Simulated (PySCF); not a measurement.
## Electronic absorption of acetaldoxime

Species: acetaldoxime, C₂H₅NO.
Cartesian coordinates in Å at the PBE0-D3(BJ)/def2-SVP level; atoms count from 1:
```
atom  x, y, z in Å
C1    -0.996   -0.291    0.339
C2    -0.053    0.756   -0.148
N3     1.175    0.614   -0.458
O4     1.629   -0.671   -0.311
H5    -0.489   -1.254    0.466
H6    -1.828   -0.416   -0.373
H7    -1.443    0.013    1.299
H8    -0.416    1.784   -0.269
H9     2.553   -0.604   -0.572
```

The calculation used PySCF, TDDFT PBE0/def2-SVPD, vertical, gas phase, core orbitals frozen in the response.

**Question.** List the vertical singlet excitations with oscillator strengths and describe the spectrum.

**Answer.** 

```
state  E (eV)  E (kJ/mol)  λ (nm)       f  main configurations (H = HOMO, L = LUMO)
   S1    6.04         583   205.3  0.0019                               H-1→L (99%)
   S2    6.67         644   185.8  0.0033                               H→L+1 (97%)
   S3    7.06         681   175.7   0.182                  H→L (84%), H-1→L+1 (10%)
   S4    7.15         690   173.5   0.087                  H-1→L+1 (87%), H→L (10%)
   S5    7.62         735   162.7  0.0009                               H→L+2 (95%)
   S6    8.06         777   153.9   0.017                               H→L+3 (96%)
   S7    8.10         782   153.0  0.0063                             H-1→L+2 (94%)
   S8    8.48         818   146.2  0.0020                             H-1→L+3 (95%)
   S9    8.88         857   139.6  0.0011                               H→L+4 (85%)
  S10    9.03         872   137.2  0.0015                               H-2→L (90%)
```

Triplets (Tamm–Dancoff): T1 4.31 eV, H→L (95%); T2 5.04 eV, H-1→L (98%); T3 6.43 eV, H→L+1 (93%); T4 6.81 eV, H-1→L+1 (90%).

The lowest singlet lies at 6.04 eV (205 nm, ultraviolet) and is very weak; its leading configuration is HOMO-1→LUMO (99%). The strongest level in the table is S3 at 7.06 eV (176 nm, f = 0.182). Löwdin shares by element: HOMO oxygen 36%, carbon 30%, nitrogen 26%; LUMO carbon 42%, nitrogen 38%, oxygen 8%. The oscillator strengths of these states sum to 0.302; summed over the whole spectrum of an exact calculation they would give the number of electrons, 32 (Thomas–Reiche–Kuhn). Weighted by f, the mean energy of these states is 7.18 eV. Orbital energies (eV): HOMO-3 -11.22, HOMO-2 -10.71, HOMO-1 -7.86, HOMO -7.45, LUMO 0.16, LUMO+1 0.60, LUMO+2 1.40. All these states lie below the vertical ionisation energy of 9.85 eV (ΔSCF). Singlets were solved by full linear response, triplets in the Tamm–Dancoff approximation.

One conformer stands for the species.
